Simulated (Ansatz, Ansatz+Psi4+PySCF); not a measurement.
```yaml
atoms:
  - { symbol: C, position_ang: [0.5028, -0.0104, -0.0475] }
  - { symbol: H, position_ang: [1.0938, 0.6769, 0.6109] }
  - { symbol: H, position_ang: [1.1138, -0.6084, -0.6133] }
  - { symbol: F, position_ang: [-0.3106, 0.8060, -0.7436] }
  - { symbol: F, position_ang: [-0.2633, -0.8180, 0.7834] }
```

Basis set: cc-pVTZ (spherical functions). Correlated methods keep 3 orbitals frozen. Charge 0, multiplicity 1.

Computed with Ansatz (development build ahead of 0.2.0); each method stands on the lowest determinant of its kind that the runs found. Restricted open shells among the atoms or ions are ROHF, correlated in semicanonical orbitals with singles.

The atomization energy at this shape (free ground-state atoms in the same class of orbitals less the molecule, no zero-point energy) of singlet CH2F2:

```
 method  atomization energy
RHF-MP2            18.84 eV
```

(1) What does RHF give?

## Answers

(1) 13.60 eV. Caution: the shape is not the minimum.
